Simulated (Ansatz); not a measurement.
Geometry optimisation, Ansatz, UKS PBE/6-31G.

The input (input.yaml):

```yaml
crystal:
  periodic: [false, false, false]
  atoms:
    - { symbol: "N", position_ang: [-0.15264, 0.59343, 2.00467] }
    - { symbol: C, position_ang: [-0.29747, 0.53619, 0.76157] }
    - { symbol: C, position_ang: [0.31676, -0.4511, -0.20383] }
    - { symbol: "N", position_ang: [-0.03252, -0.27814, -1.60072] }
    - { symbol: H, position_ang: [0.45927, -0.12244, 2.39779] }
    - { symbol: H, position_ang: [-0.94413, 1.29293, 0.31872] }
    - { symbol: H, position_ang: [-0.90696, 1.1845, 2.40868] }
    - { symbol: H, position_ang: [1.40834, -0.39313, -0.118] }
    - { symbol: H, position_ang: [-1.03649, -0.35117, -1.72747] }
    - { symbol: H, position_ang: [0.25665, 0.63739, -1.92839] }
magnetization:
  spin_polarized: true
basis:
  gaussian: { orbitals: "6-31G" }
hamiltonian:
  xc: pbe
relax:
  f_tol: 0.02
  max_steps: 50
```

Command:

```bash
$ ansatz run input.yaml --threads 1 --pin off --max-ram 2048MiB --backend cpu --events-out ev --progress --plain --runs-dir out
```

Q: Where does it end, and by what steps?

A: It converged. Limits of this set-up: no polarisation functions. After 9 steps the energy has fallen by 2.094 eV; H10 moved furthest, 0.84 Å. The start is strongly strained (largest force component 10 eV/Å).

```
step  energy less start (eV)  largest force component (eV/Å)  accepted
   0                  0.0000                          10.246       yes
   1                 -1.3411                           4.005       yes
   2                 -1.8297                           2.401       yes
   3                 -1.9933                           0.519       yes
   4                 -2.0357                           0.389       yes
   5                 -2.0671                           0.255       yes
   6                 -2.0897                           0.102       yes
   7                 -2.0927                           0.035       yes
   8                 -2.0938                           0.023       yes
   9                 -2.0938                           0.014       yes
```

```xyz
10
Properties=species:S:1:pos:R:3
N -0.256 0.437 2.102
C -0.496 0.522 0.713
C 0.318 0.023 -0.253
N -0.043 -0.159 -1.605
H 0.578 -0.055 2.411
H -1.474 0.945 0.450
H -0.532 1.223 2.685
H 1.306 -0.377 0.007
H -0.993 0.076 -1.879
H 0.662 0.013 -2.317
```

Whether the end is a true minimum wasn't checked by a vibrational analysis.

Time of the run: 48 s on 1 thread of Arm Neoverse N1, on a shared host, peak memory 0.13 GiB.
